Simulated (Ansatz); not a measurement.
B20 (FeSi-type) RuSi: LDA at its full settings (plane-wave cutoff 520 eV, 8×8×8 k mesh, Fermi–Dirac smearing 0.01 eV, no spin polarisation, scalar-relativistic PAW data made under PBE) and at cheaper ones, in a cell of 8 atoms with Γ-centred meshes.

```csv
level and setting,equilibrium lattice constant a (Å),bulk modulus B0 (GPa)
LDA (Ansatz),4.664,237
LDA (Γ point alone) (Ansatz),…,…
LDA (2×2×2 k mesh) (Ansatz),4.669,232
LDA (4×4×4 k mesh) (Ansatz),4.663,238
```

Estimate the withheld entries.


- LDA (Γ point alone) (Ansatz, an electronic-structure program), equilibrium lattice constant a (Å): 4.746
- LDA (Γ point alone) (Ansatz), bulk modulus B0 (GPa): 182

Largest shifts from the full settings: lattice constant a +1.76 % (LDA (Γ point alone)), against a difference of -0.89 % of the full result from the reference 4.706 Å (measured, temperature not stated, no zero-point or thermal correction; as tabulated in Electronic Structure of B20 (FeSi-Type) Transition-Metal Monosilicides …); bulk modulus -23 % (LDA (Γ point alone)).

The full settings aren't shown to be converged themselves.

Ansatz's density-functional and Hartree–Fock values are scalar-relativistic unless marked +SOC, with PAW data made under PBE.

Run with cheap settings on purpose, which may leave them unconverged: LDA (2×2×2 k mesh), LDA (4×4×4 k mesh), LDA (Γ point alone).
